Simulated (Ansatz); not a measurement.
# The cluster ZrTe2+: the relaxed shape and its frontier levels

What does the cluster ZrTe2+ look like as a doublet, and where do its frontier electrons sit?

Method: UKS PBE0-D4/def2-TZVP; program: Ansatz 0.2.0, Gaussian basis.

Levels to be run: relaxation at r2SCAN-D4/def2-TZVP; a search for the lowest solution at PBE0-D4/def2-SVP; a single point at PBE0-D4/def2-TZVP.

1 further run of the same task is left out (set aside as unsound or not needed). Runs told in other sessions of the task aren't counted.

### 1 The starting structure

3 atoms, charge 1, spin multiplicity 2.

Atoms are counted from 1 here; the program's logs count them from 0.

Bond lengths: Zr1–Te2 2.724 Å, Zr1–Te3 2.725 Å, Te2–Te3 3.168 Å. Angles: Te2–Zr1–Te3 71.1°, Zr1–Te2–Te3 54.5°, Zr1–Te3–Te2 54.5°.

Te, Zr take a core potential in the def2 sets. No spin-orbit coupling is included. The ion is computed in the gas phase, without counter-ions or solvent.

The start is a GFN2-xTB geometry.

### 2 Relaxation at r2SCAN-D4/def2-TZVP

Contents of in.yaml:

```yaml
crystal:
  periodic: [false, false, false]
  atoms:
    - {symbol: Zr, position_ang: [1.241730, 0.181750, -0.780490]}
    - {symbol: Te, position_ang: [-1.479360, 0.243880, -0.897870]}
    - {symbol: Te, position_ang: [0.237630, -0.425640, 1.678360]}
basis:
  gaussian: {orbitals: def2-TZVP}
total_charge: 1
magnetization: {spin_polarized: true, initial_magnetization: 1}
hamiltonian: {xc: r2scan, dispersion: d4}
scf: {lower_state_search: "off"}
output: {orbitals: {seedname: orbitals}}
relax: {f_tol: 0.02, max_steps: 100}
```

Launch:

```console
$ ansatz run in.yaml --threads 4 --pin off --events-out ev --progress --plain --max-ram 3916MiB
```

The runs that follow: Searching for the lowest solution, PBE0-D4/def2-SVP; Single point, PBE0-D4/def2-TZVP.

Before running them: what should the planned runs give, taken together? Wanted: point group; near neighbours of the metal; HOMO, LUMO at PBE0-D4/def2-TZVP; ⟨S²⟩; charge on the metal; spin on the metal.

**Answer**, as computed:

```
                                         quantity               value
                                      point group                 C2v
                     near neighbours of the metal  Te 2.66, Te 2.66 Å
HOMO, LUMO at PBE0-D4/def2-TZVP (over both spins)    -10.31, -7.48 eV
                                             ⟨S²⟩               0.831
charge on the metal (Mulliken, PBE0-D4/def2-TZVP)             +0.92 e
                     spin on the metal (Mulliken)                1.40
```

**Reading.** The molecule keeps its bonding pattern by the stored test; the atoms moved 0.16 Å (rms). Of 1 unpaired electron, 1.40 sit on the metal by Mulliken's count, more than all: the ligands carry opposite spin. No usable vibrations, so a minimum isn't proven. Whether this spin is the lowest isn't tested here.
